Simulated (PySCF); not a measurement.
Compound: C₄H₈FN (charge +1 and doublet state).
Numbering: `[CH2:1]=[C:2]([F:3])[CH2:4][NH+:5][CH3:6]` (hydrogens: H7, H8 on C1; H9, H10 on C4; H11 on N5; H12, H13, H14 on C6)

Geometry (GFN2-xTB, Å), atoms numbered from 1 in this order:
```xyz
14
C4H8FN angstrom
C      2.674    0.017    0.231
C      1.410    0.266   -0.100
F      1.122    1.000   -1.181
C      0.188   -0.201    0.631
N     -1.022    0.202    0.045
C     -2.294   -0.124    0.554
H      3.483    0.401   -0.367
H      2.925   -0.570    1.095
H      0.244    0.146    1.680
H      0.224   -1.304    0.722
H     -0.979    0.770   -0.796
H     -2.219   -0.736    1.451
H     -2.868    0.786    0.778
H     -2.888   -0.654   -0.203
```

The hyperfine couplings belong to this conformer and change with its torsions.

Level of theory: UKS B3LYP, pcH-1 on C F H N, non-relativistic, mean-field spin-orbit, GIAO (PySCF 2.14.0). Isolated species at its GFN2-xTB geometry (one conformer only). A GFN2-xTB geometry isn't a minimum of the functional, and hyperfine couplings can be far from their values at a DFT geometry, by a factor of two or more for some ions and for spin on atoms past the first row. The SCF solution wasn't tested for stability.

Principal values of hyperfine tensors in MHz (contact and dipolar terms together), for some of the nuclei:

```tsv
atom	isotope	A1	A2	A3	alike by the symmetry of this geometry
H9	1H	217.69	221.85	235.54	H10
H13	1H	133.10	136.16	149.47	H14
C4	13C	-43.91	-38.21	-28.82	none
N5	14N	-2.12	-1.95	99.68	none
C6	13C	-32.76	-27.52	-20.37	none
F3	19F	-24.45	-20.88	77.81	none
H7	1H	-14.72	-10.70	-2.49	none
C1	13C	-2.46	-1.59	31.34	none
```

Question: Split each tensor into its isotropic and traceless parts, and turn a_iso into mT with g = 2.0036.

Answer: a_iso = (A1 + A2 + A3)/3, Ti = Ai − a_iso; 1 mT corresponds to 28.043 MHz.

| atom | a_iso (MHz) | a_iso (mT) | T1 | T2 | T3 |
| --- | --- | --- | --- | --- | --- |
| H9 | 225.03 | 8.024 | -7.34 | -3.17 | 10.51 |
| H13 | 139.58 | 4.977 | -6.48 | -3.42 | 9.89 |
| C4 | -36.98 | -1.319 | -6.93 | -1.23 | 8.16 |
| N5 | 31.87 | 1.137 | -33.99 | -33.82 | 67.81 |
| C6 | -26.89 | -0.959 | -5.88 | -0.64 | 6.51 |
| F3 | 10.83 | 0.386 | -35.28 | -31.71 | 66.99 |
| H7 | -9.30 | -0.332 | -5.42 | -1.39 | 6.81 |
| C1 | 9.10 | 0.324 | -11.56 | -10.69 | 22.24 |

Question: What spin density at the nucleus of C4 lies behind its contact coupling (g_N = 1.40482)?

Answer: a_FC = (2μ0/3) gₑ μB g_N μN ρ(0)/(2S·h) = 800.24 MHz × g_N × ρ(0)/(2S), with ρ in bohr⁻³. With a_FC = -36.98 MHz and 2S = 1, ρ(0) = -0.0329 bohr⁻³.

Question: H11 (1H, g_N = 5.58569) isn't in the table. Its spin density at the nucleus is -0.01167 bohr⁻³. What is its contact coupling?

Answer: By the same relation, a_FC = -52.2 MHz. Its full tensor has the principal values -89.93, -61.56, -4.96 MHz.

Question: What first-order splitting does H9 cause when the field lies along A1, A2 or A3 of its tensor (g taken as isotropic, no quadrupole term)?

Answer: 2 lines (I = 1/2), spaced by |A_i|/(g × 13.996): 7.76, 7.91, 8.40 mT along the axes of A1, A2 and A3.

Time: 59 s of wall time (grids of density and orbitals included); peak memory 0.90 GiB. Hardware: one thread of an Intel Xeon at 2.70 GHz, no GPU, shared host with 64 logical CPUs at a one-minute load of 54.
